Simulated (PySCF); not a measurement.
Gas-phase reaction: 2 SiF3 + SiHF ⇌ SiHF3 + 2 SiF2

Computed with PySCF and rigid-rotor harmonic-oscillator thermochemistry at 1 bar. † marks an energy on the PBE0/def2-TZVP geometry and frequencies; other levels use their own. MP2 and CCSD(T) freeze the core. 6-31G* has spherical d functions here. Open shells (unrestricted): SiF3 (multiplicity 2); the rest are closed-shell singlets. B3LYP is the form with VWN-RPA correlation. SiHF: computed as isolated molecules; such fragments, hydroxides, amides, oligomers or adducts are transient or little studied in the gas. MP2 isn't extrapolated to the basis-set limit; its ΔH°(298 K) is -301.8 kJ in def2-SVP and -297.4 kJ in def2-TZVPP. CCSD(T) isn't extrapolated to the basis-set limit; its ΔH°(298 K) is -316.8 kJ in def2-SVP and -309.5 kJ in def2-TZVPP. The harmonic model lacks anharmonicity and excited electronic states, which grow with temperature; levels with a mode under 35 cm⁻¹ are left out.

```tsv
level	ΔE electronic, kJ	ΔH°(298 K), kJ	ΔS°(298 K), J/K	ΔG°(1200 K), kJ
B3LYP/6-31G*	-318	-313	-14	-294
B3LYP/def2-TZVP†	-307	-303	-13	-285
CCSD(T)/def2-SVP†	-321	-317	-13	-299
MP2/def2-TZVPP†	-302	-297	-13	-279
PBE/def2-TZVP†	-294	-290	-13	-272
```
ΔH° is lowest at CCSD(T)/def2-SVP† and highest at PBE/def2-TZVP†. No reference value is set beside these.
